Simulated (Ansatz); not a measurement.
fcc Cu

The numbers are results of r²SCAN (PAW; Ansatz, a quantum-chemistry and plane-wave program), not measurements.

Settings: plane-wave cutoff 500 eV, 10×22×1 k mesh (along the axes of the cell as run), Fermi–Dirac smearing 0.1 eV, scalar-relativistic PAW data made under PBE.

Cell: relaxed at this level.

| Item | Result |
|---|---|
| surface energy of the (211) face | 1.80 J/m² |
| work function of the (211) face | 4.54 eV |

The slab of 24 atoms is relaxed and unreconstructed.

The computed numbers hold no vibrational or temperature effects.

Computing time: about 2.8 core-hours (a rough figure).
